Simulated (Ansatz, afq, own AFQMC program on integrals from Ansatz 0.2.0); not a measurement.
# InH3⁺, doublet: AFQMC among the cluster methods

```xyz
4

In    0.0000   -0.0249    0.0007
H     0.0000    3.0890   -0.0906
H     0.0000   -0.1910   -2.2021
H     0.0000   -0.0640    2.2093
```

Basis def2-SVP with its core potentials. Only valence electrons are correlated. Ansatz 0.2.0 and our own AFQMC program on the same integrals; the CISD trial comes from CCSD amplitudes, and released means the phaseless constraint is let go. Uncertainties: one standard error, sampling alone. No spin–orbit coupling.

Determinant: ROHF, the one that the program's search chose, which needn't be the lowest solution. The geometry is a point of a scan.

Full CI on the same integrals is exact in this basis and with this determinant's frozen core.

Cautions: no spin-orbit coupling; inner d shell frozen; a spin-contaminated unrestricted determinant lies lower (UHF 594 meV lower, ⟨S²⟩ 1.55); strong correlation (T1 0.036, weight of the determinant 0.86, largest double 0.29).

The T1 diagnostic is 0.0357 and the weight of the determinant in the CISD state is 0.857. The size of the correlated space is 5 electrons in 32 orbitals.

```
  level  correlation energy (eV)
    MP2                  -1.5179
   CCSD                  -2.3371
CCSD(T)                  -2.3966
```

Task: Estimate where full CI lies against CCSD(T) on the same integrals.

Result: 0.47 kcal/mol below CCSD(T).

Reference: full CI, correlation energy -2.417 eV. The released energy is read at 2.40 1/Eh (meV from the phaseless value at times in 1/Eh: -2.0 ± 2.0 at 0.24, -2.8 ± 2.0 at 0.51, -4.7 ± 1.7 at 0.99, -5.9 ± 1.3 at 1.62, -7.6 ± 1.6 at 2.40).

```tsv
level	E − E(reference) (kcal/mol)	share of correlation (%)
CCSD(T)	0.47	99.16
CCSDT	-0.03	100.05
CCSDT(Q)	0.00	100.01
CCSDTQ	0.00	100.00
ph-AFQMC/CISD	0.28 ± 0.05	99.50
released AFQMC	0.10 ± 0.04	99.82
```

CCSDT and higher add their correlation energy to the determinant of the CCSD(T) run, since their own runs factorise the integrals more tightly (a shift of under 2 meV). A walk keeps the symmetry of its determinant, which the program's search chose and which needn't be the lowest solution, so a lower state of the same spin and another symmetry isn't excluded. Released energies are given only where the last usable release times agree within the noise; a slower fall can still hide under it.
